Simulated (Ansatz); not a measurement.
# CO: the cost of one run

Computed with Ansatz 0.2.0 (CCSD(T) on Hartree-Fock, Gaussian basis def2-TZVPP, and further levels as typed in the inputs, unless a step's input says otherwise).

## 1. The structure to begin with

Bond lengths: C1–O2 1.134 Å.

Coordinates:

```xyz
2

C     0.0000    0.0000   -0.0021
O     0.0000    0.0000    1.1321
```

## 2. Harmonic vibrations: CO

It takes the final geometry of an earlier run.

File input.yaml:

```yaml
crystal:
  periodic: [false, false, false]
  atoms:
    - { symbol: C, position_ang: [0.0, 0.0, -0.00211482] }
    - { symbol: O, position_ang: [0.0, 0.0, 1.13211482] }
basis:
  gaussian: { orbitals: def2-TZVPP }
hamiltonian:
  xc: hf
correlation:
  method: ccsd_t
scf:
  lower_state_search: "off"
phonons: {}
```

Run with:

```bash
$ ansatz run input.yaml --threads 8 --pin off --max-ram 12288MiB --backend cpu --events-out ev --progress --plain --runs-dir out
```

Q: Estimate wall time and peak memory on 8 threads of Arm Neoverse V2, shared host.

About 7.6 s, with a peak of 0.21 GiB.
